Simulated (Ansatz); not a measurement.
# SiC (P6₃mc, No. 186, 12 atoms in the cell): band gap by level of theory

No measured value is used here.

```
level (code)                value (eV)  cell (Å³/atom)
---------------------  ---------------  --------------
LDA (Ansatz)           1.98 (indirect)           10.36
PBE (Ansatz)           2.03 (indirect)           10.36
PBE-D3(BJ) (Ansatz)    2.02 (indirect)           10.28
r²SCAN+rVV10 (Ansatz)              [?]           10.30
```

Fill in the missing entries.


- r²SCAN+rVV10 (Ansatz, a program for electronic structure), value (eV): 2.36 (indirect)

Computed values are for a static lattice.  PBE-D3(BJ), r²SCAN+rVV10: the relaxation could not lower the start's symmetry, so the cell can be a saddle point above a distorted one. Values are at the measured cell; PBE-D3(BJ) at the level's own equilibrium cell; r²SCAN+rVV10 at the level's own equilibrium cell. Cutoffs differ between the levels. Ansatz's density-functional and Hartree–Fock values are scalar-relativistic unless marked +SOC, with PAW data made under PBE.
